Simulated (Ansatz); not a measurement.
# SiPHO (triplet): from Hartree-Fock to the top rungs, cc-pVDZ

One table from this session's results is given with a row withheld; the runs are named, their logs left out.

The runs use Ansatz 0.2.0, Gaussian basis; cc-pVDZ, core rule «outside noble gas», up to 11 orbitals frozen.

The runs, in order: UHF; CCSD(T) on ROHF; CCSD(T) on UHF; BCCD(T) on ROHF; CISD as a restricted active space (open shells left free, so some higher excitations enter); CCSDT(Q) on ROHF; CCSDT(Q) on UHF.

4 further runs of the same task are left out: 4 set aside as unsound or not needed. Runs told in other sessions of the task aren't counted.

## The geometry

The geometry is a PBE0/def2-TZVP stationary point (not a proven minimum) of the parent state, kept for this charge and spin.

4 atoms, charge 0, spin multiplicity 3.

Atoms are counted from 1 here; the program's logs count them from 0.

Bond lengths: O1–P2 1.645 Å, O1–H4 0.963 Å, P2–Si3 2.060 Å. Angles: P2–O1–H4 109.6°, O1–P2–Si3 125.1°.

The first run:

in.yaml reads:

```yaml
crystal:
  periodic: [false, false, false]
  atoms:
    - {symbol: O, position_ang: [0.000000, -0.521046, 1.739195]}
    - {symbol: P, position_ang: [0.000000, 0.453078, 0.414013]}
    - {symbol: Si, position_ang: [0.000000, -0.203511, -1.538378]}
    - {symbol: H, position_ang: [0.000000, 0.018464, 2.536335]}
basis:
  gaussian: {orbitals: cc-pVDZ}
magnetization: {spin_polarized: true, initial_magnetization: 2}
hamiltonian: {xc: hf}
output: {orbitals: {seedname: orbitals}}
```

Started as:

```sh
> ansatz run in.yaml --threads 1 --pin off --events-out ev --progress --plain --max-ram 4096MiB --backend cpu
```

Among the steps run: UHF; CCSD(T) on ROHF; CCSD(T) on UHF; BCCD(T) on ROHF; CISD as a restricted active space (open shells left free, so some higher excitations enter); CCSDT(Q) on ROHF; CCSDT(Q) on UHF.

One of the session's tables, all rows but one given; the rest of the session is left out.

It belongs to the step «Misses and costs». 

| method | from UCCSDT(Q) (meV) |
| --- | --- |
| ROHF | +11022.2 |
| UHF | +10837.2 |
| RMP2 | +1343.0 |
| UMP2 | +1395.5 |
| CISD | +1682.5 |
| RCCSD | +439.6 |
| UCCSD | +434.9 |
| RCCSD(T) | +81.9 |
| UCCSD(T) | +83.9 |
| BCCD(T) | +78.0 |
| RCCSDT | +39.7 |
| UCCSDT | +39.4 |
| RCCSDT(Q) | ? |
| UCCSDT(Q) | 0 |

Estimate the missing values for RCCSDT(Q).

The run gave: from UCCSDT(Q) (meV): +4.5. In the column «from UCCSDT(Q) (meV)» it lies between UCCSDT(Q) (0) and UCCSDT (+39.4).

To keep in mind: Restricted and unrestricted rows rest on different reference determinants; a gap between their highest levels can come from leftover correlation error, from unlike frozen cores or from another state.
